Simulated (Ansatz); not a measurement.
Reaction (atomization): `C#CC(C)O` → 4 C• + 6 H• + O•

Program: Ansatz. Geometries: PBE0-D4/def2-TZVP. ΔE: electronic, gas phase. CCSD(T)/CBS adds triple-zeta CCSD(T) − MP2 to the extrapolated MP2 energy (def2 sets, frozen cores). This one scheme is used for every species, atoms too. For atomizations the MP2-based limit and the directly extrapolated one differ by several kJ/mol either way, and by 10 to 25 for some Ge, Se and Sn compounds, so smaller differences from it don't rank the levels. DFT in def2-TZVPP. HSE06 is defined as in plane-wave codes. Open shells (•) are unrestricted, without spin–orbit coupling. Spin–orbit coupling would lower the free atoms: a little for C, O. Each species was taken in one conformer, which may not be the lowest.

```tsv
level	ΔE (eV)	difference from CCSD(T)/CBS
LDA (SPW92)	54.86	7.33
r2SCANh-D4	47.28	-0.25
r2SCAN0-D4	46.80	-0.73
HSE06-D4	47.88	0.35
CAM-B3LYP-D4	47.70	0.17
ωB97X-V	47.46	-0.07
BLYP	47.18	-0.35
r2SCAN	47.57	0.04
r2SCANh	47.23	-0.30
CAM-B3LYP	47.54	0.01
CCSD/def2-SVP	44.90	-2.63
CCSD/def2-TZVPP	45.56	-1.97
SCS-MP2/def2-QZVPP	47.79	0.26
HF/CBS(def2)	34.42	-13.11
MP2/CBS(def2)	48.61	1.08
CCSD/CBS(def2)	46.74	-0.79
CCSD(T)/CBS	47.53	0
```

Largest T1 diagnostic among the species: 0.011.

At CCSD(T), def2-SVP lies −2.07 eV from the extrapolated value and def2-TZVPP −1.18 eV: correlation converges slowly with the basis, and small sets miss more of it in the bonded molecule than in its fragments. The D4 term adds +0.30 eV with B3LYP and +0.16 eV with PBE0; it sums over pairs of atoms, weighted by their polarisabilities, and B3LYP, whose exchange is more repulsive, gets the larger term. Leaving LDA and LC-ωPBE aside and taking each functional with its dispersion term where it has one, the values, not all of them listed here, spread over 3.03 eV, from BHLYP-D4 to PBE-D4. LDA lies +6.14 eV from PBE without D4, its usual overbinding.

B3LYP here is the variant with VWN-RPA as its local correlation; programs differ in this.
